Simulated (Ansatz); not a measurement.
We consider hcp Zr, described by r²SCAN (PAW; Ansatz, an electronic-structure program).

Run with plane-wave cutoff 600 eV, 24×24×12 k mesh (along the axes of the cell as run), Fermi–Dirac smearing 0.039 eV (set by the program), scalar-relativistic PAW data made under PBE.

Computed at the level's own relaxed cell.

Hill averages of the elastic tensor: K = 95.1 GPa, G = 40.9 GPa. Volume 23.503 Å³/atom, mean atomic mass 91.224 u.

Question: Work out the density, the sound velocities of a polycrystal and the elastic Debye temperature, and Pugh's ratio at this level.

Answer: ρ = 1.66054 × 91.224/23.503 = 6.445 g/cm³. v_l = √[(K + 4G/3)/ρ] = 4.818 km/s and v_t = √(G/ρ) = 2.519 km/s. The mean follows from 3/v_m³ = 1/v_l³ + 2/v_t³: v_m = 2.818 km/s. Θ_D = (ħ/k_B) v_m (6π²/V)^(1/3) = 76.38 K Å s/km × 2.818 × 1.3607 Å⁻¹ = 293 K, counting all atoms of the cell. K/G = 2.33, to be set beside Pugh's rough bound of 1.75 between brittle and ductile metals.
